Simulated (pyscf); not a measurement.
F–Si(SiH₂•)(SiH₃)–SiH₃ + methane (CH₄) -> F–Si(SiH₃)(SiH₃)–SiH₃ + methyl (CH₃•) (hydrogen abstraction; doublet surface; C–H broken, H–Si formed). Structures and frequencies: ωB97X-D3(BJ)/def2-SVP in PySCF. Energies in kcal/mol from the separated reactants.

```tsv
level	barrier	reaction energy
ωB97X-D3(BJ)/def2-TZVP	25.3	+20.0
PBE/def2-TZVP	23.7	+23.4
B3LYP-D3(BJ)/def2-TZVP	?	?
M06-2X/def2-TZVP	?	+22.4
ωB97M-D3(BJ)/def2-TZVP	26.0	+19.9
HF/def2-TZVP	30.6	+12.3
```

Complete the blanks.


- B3LYP-D3(BJ)/def2-TZVP, barrier: 23.6
- B3LYP-D3(BJ)/def2-TZVP, reaction energy: +20.3
- M06-2X/def2-TZVP, barrier: 28.5

The functionals in the table span 4.9 kcal/mol in this barrier, from B3LYP-D3(BJ) to M06-2X. F–Si(SiH₂•)(SiH₃)–SiH₃ lies 8.3 kcal/mol over its isomer F–SiH₂–Si•(SiH₃)–SiH₃ (electronic energy, ωB97M-D3(BJ)/def2-TZVP). One saddle was located; it need not be the lowest between these sides. The angle at the transferred H is 175°.
